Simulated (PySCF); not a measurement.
**A failing input for AlP**

```python
from pyscf import gto, scf

mol = gto.M(
    atom='Al 0 0 0; P 0 0 2.034',
    basis='def2-svp',
    charge=0,
    spin=2,
    verbose=4,
)
mf = scf.ROHF(mol)
mf.max_cycle = 3
mf.kernel()
mf.analyze()
print('orbital energies (hartree):', mf.mo_energy[..., max(0, mol.nelec[1]-3):mol.nelec[0]+3].round(4))
```

```bash
$ python input.py
```

The log, shortened:

```
[earlier lines left out]
MO #8   energy= -3.23340271757932  | -3.19649012292421  | -3.18035273481911  occ= 2
MO #9   energy= -3.23168086932646  | -3.18984270548038  | -3.18304821202884  occ= 2
MO #10  energy= -3.23082847475356  | -3.18688933058571  | -3.18431273514862  occ= 2
MO #11  energy= -0.753890092551033 | -0.829636753148354 | -0.70716239730598  occ= 2
MO #12  energy= -0.409068921248168 | -0.468618210608401 | -0.354299165635258 occ= 2
MO #13  energy= -0.312224284963714 | -0.339659775510962 | -0.310403473253696 occ= 2
MO #14  energy= -0.177183959252074 | -0.376910053769258 | -0.00065852258830838 occ= 1
MO #15  energy= -0.171623725344742 | -0.319192449365422 | -0.0121437268884169 occ= 1
MO #16  energy= 0.0637837632701375 | 0.0592497772851403 | 0.0853024594728135 occ= 0
MO #17  energy= 0.0678998337523069 | 0.0447206956075982 | 0.105099093045831  occ= 0
MO #18  energy= 0.150913955156557  | 0.140915105615936  | 0.173849191573399  occ= 0
[18 lines left out]
 ** Mulliken pop on meta-lowdin orthogonal AOs  **
 ** Mulliken pop  **
pop of  0 Al 1s           1.99999
pop of  0 Al 2s           1.99977
pop of  0 Al 3s           1.45382
pop of  0 Al 4s           0.01152
pop of  0 Al 2px          1.99999
pop of  0 Al 2py          1.99998
pop of  0 Al 2pz          1.99997
pop of  0 Al 3px          0.35009
pop of  0 Al 3py          0.25619
pop of  0 Al 3pz          0.58047
pop of  0 Al 4px          0.00014
pop of  0 Al 4py          0.00022
[24 lines left out]
 ** Mulliken atomic charges  **
charge of    0Al =      0.31496
charge of    1P =     -0.31496
Dipole moment(X, Y, Z, Debye): -0.00000,  0.00000, -2.87219
orbital energies (hartree): [-0.7539 -0.4091 -0.3122 -0.1772 -0.1716  0.0638  0.0679  0.1509]
```

Which setting is at fault, why, and what does a mended input give?

The cycle limit (3): the limit is below the number of cycles that the SCF needs. With this edit
```diff
- mf.max_cycle = 3
```
the run finishes: E(SCF) = -582.391121 Eh, 12 cycles, μz(SCF) = -3.15 D.

The bond length is a typed value, not an optimised one. No search for the lowest solution was made.
